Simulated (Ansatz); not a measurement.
Input file:

```yaml
crystal:
  periodic: [false, false, false]
  atoms:
    - {symbol: B, position_ang: [0.000000, -0.194210, 1.266050]}
    - {symbol: S, position_ang: [0.000000, 0.040248, -0.487697]}
    - {symbol: H, position_ang: [0.000000, 0.802670, 1.935360]}
basis:
  gaussian: {orbitals: cc-pVDZ}
magnetization: {spin_polarized: false}
correlation: {method: ccsdtq, electrons: outside_noble_gas}
```

```sh
$ ansatz run in.yaml --threads 2 --pin off --events-out ev --progress --plain --max-ram 16896MiB --backend cuda --devices 0, --max-vram 18GiB
```

(1) Roughly how long does this take on 2 threads of AMD EPYC 7R13 with a shared H100 80 GB, shared host, and how much host memory?

```
691 factors; integrals over basis functions are off by at most 1.5e-7 eV
mean field evaluation 1: about -11501.8597 eV, gradient 1.9e1 eV
mean field evaluation 2: about -11501.8621 eV, gradient 1.9e1 eV
mean field evaluation 4: about -11503.4087 eV, gradient 1.9e0 eV
mean field evaluation 8: about -11503.4379 eV, gradient 3.1e-3 eV
mean field evaluation 16: about -11503.4061 eV, gradient 1.9e0 eV
mean field -11503.43788519 eV, -422.7435449704 hartree, gradient 1.6e-6 eV, S^2 0.000000; 0 other end points of the search recorded, 0 dependent functions left out; unrestricted orbitals would lower it
6 core orbitals not correlated: weight in the atoms' cores, before any rotation towards them, 1.000 or more for the frozen orbitals, at most 0.000 for the correlated occupied ones
reference -11503.43788519 eV, -422.7435449704 hartree; 5, 5 occupied and 26, 26 virtual orbitals, 691 factors
second order -6.07534577 eV of doubles, -0.00000000 eV of singles
cycle   1  -6.22014578 eV  change   -1.4e-1 eV  update   1.5e-1
cycle   2  -6.69263449 eV  change   -4.7e-1 eV  update   1.1e-1
cycle   3  -7.11441223 eV  change   -4.2e-1 eV  update   4.7e-2
cycle   4  -7.06870313 eV  change    4.6e-2 eV  update   1.8e-2
cycle   5  -7.08147321 eV  change   -1.3e-2 eV  update   1.1e-2
cycle   6  -7.09330817 eV  change   -1.2e-2 eV  update   7.1e-3
cycle   7  -7.09306587 eV  change    2.4e-4 eV  update   3.0e-3
cycle   8  -7.09113135 eV  change    1.9e-3 eV  update   1.6e-3
cycle   9  -7.09192704 eV  change   -8.0e-4 eV  update   9.4e-4
cycle  10  -7.09271335 eV  change   -7.9e-4 eV  update   3.9e-4
cycle  11  -7.09246115 eV  change    2.5e-4 eV  update   2.2e-4
cycle  12  -7.09238801 eV  change    7.3e-5 eV  update   1.1e-4
cycle  13  -7.09222029 eV  change    1.7e-4 eV  update   5.7e-5
cycle  14  -7.09216230 eV  change    5.8e-5 eV  update   2.1e-5
cycle  15  -7.09216412 eV  change   -1.8e-6 eV  update   1.1e-5
cycle  16  -7.09217148 eV  change   -7.4e-6 eV  update   8.0e-6
cycle  17  -7.09217255 eV  change   -1.1e-6 eV  update   3.9e-6
cycle  18  -7.09217685 eV  change   -4.3e-6 eV  update   2.2e-6
cycle  19  -7.09217981 eV  change   -3.0e-6 eV  update   1.2e-6
cycle  20  -7.09217873 eV  change    1.1e-6 eV  update   5.4e-7
cycle  21  -7.09217846 eV  change    2.6e-7 eV  update   3.5e-7
Total energy: -11510.53006365 eV, -423.0041777217 hartree
```

Answers

(1) 5.5 s wall and 0.79 GiB.
